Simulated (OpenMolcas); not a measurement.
How basis sets differ on CH4BCl (SMILES BCCl)

CH4BCl has 7 atoms, charge 0, and is taken as a singlet. SMILES: `BCCl`. The coordinates come from a GFN2-xTB relaxation.

Quantity: the dipole moment, in D. The values are calculated.

| level | kind | program | value (D) |
| --- | --- | --- | --- |
| HF/STO-3G | Hartree–Fock | OpenMolcas | 2.47 |
| HF/3-21G | Hartree–Fock | OpenMolcas | 2.63 |
| HF/6-31G** (spherical functions) | Hartree–Fock | OpenMolcas | 2.33 |
| HF/def2-SVP | Hartree–Fock | OpenMolcas | 2.15 |

The values span 2.15 to 2.63 D. Sets without polarisation functions give poor dipoles.
